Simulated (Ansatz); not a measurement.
We consider fcc Rh, described by r²SCAN0 (plane waves, PAW; Ansatz, an electronic-structure program).

Settings: plane-wave cutoff 520 eV, 14×14×14 k mesh, Fermi–Dirac smearing 0.05 eV, no spin polarisation, scalar-relativistic PAW data made under PBE.

Pressure at four volumes; x = ln(V/13.334 Å³). One pressure is withheld.

| V (Å³/atom) | x | P (GPa) |
|---|---|---|
| 12.667 | -0.0513 | ? |
| 13.000 | -0.0254 | 8.59 |
| 13.334 | 0.0000 | 0.21 |
| 14.000 | 0.0487 | -13.11 |

Pass a parabola P(x) through the three rows shown, estimate the bulk modulus and its pressure derivative near zero pressure, and predict the withheld pressure.

Slopes between the rows: (0.21 − (8.59))/(0.0000 − (-0.0254)) = -329.92 and (-13.11 − (0.21))/(0.0487 − (0.0000)) = -273.51 GPa. Their difference over the span 0.0741 is c = 56.41/0.0741 = 761.3 GPa, so P(x) = 8.59 + (-329.92)(x − (-0.0254)) + 761.3 (x − (-0.0254))(x − (0.0000)). At the middle row B = −dP/dx = −[-329.92 + 761.3 × 0.0254] = 310.6 GPa, and B′ = dB/dP = 2c/B = 4.9. At x = -0.0513 the parabola gives 18.15 GPa; the run gives 18.35 GPa. The Birch–Murnaghan fit to the energies at all volumes has B0 = 309 GPa and B′ = 5.2.

Measured, for comparison: bulk modulus 271 GPa (corrected for temperature and zero-point phonon effects, our sources range from 271 to 289; as tabulated in Levämäki et al. (2014), arXiv:1402.3671). Computed (rounded) less measured: bulk modulus +14 % (+7 % to +14 % over the range).
